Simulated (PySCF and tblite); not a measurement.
Results of a calculation; reference values are marked as such.
C3H8S, numbered as in [CH3:1][CH2:2][S:3][CH3:4].

Conformers came from 90 starts (ETKDG and KDG, MMFF94s, GFN2-xTB); geometries are PBE0-D3(BJ)/def2-SVP. Free energies are PBE0-D3(BJ)/def2-TZVP single points with GFN2-xTB rigid-rotor and vibrational terms (modes under about 100 cm⁻¹ blended into free rotors). Symmetry numbers and mirror images are counted. Conformers within 4 kcal/mol (GFN2-xTB free energy) were kept, 5 at most. (PySCF 2.14, tblite 0.8.)

Rotational constants are equilibrium values for the commonest isotopes; dipoles come from the energy level named.

Torsions listed: C1–C2–S3–C4. Of a mirror pair one member is shown.

```tsv
conformer	shape	symmetry
1	-70°	C1 (pair)
2	180°	Cs
```

Task: Give the rotational constants and dipole components, as needed to look for these species in a jet-cooled rotational spectrum.

Result: 
```json
{"conformer": "1", "A (MHz)": "9712", "B (MHz)": "3889", "C (MHz)": "3184", "abs μa (D)": "0.75", "abs μb (D)": "1.26", "abs μc (D)": "0.67", "κ": "-0.78", "Ic−Ia−Ib (u Å²)": "-23.3"}
{"conformer": "2", "A (MHz)": "16081", "B (MHz)": "3173", "C (MHz)": "2791", "abs μa (D)": "0.05", "abs μb (D)": "1.59", "abs μc (D)": "0.00", "κ": "-0.94", "Ic−Ia−Ib (u Å²)": "-9.6"}
```

Task: Which type of transition is strongest for conformer 1?

Result: b-type, since that component is clearly the largest; the top is asymmetric (κ = -0.78).
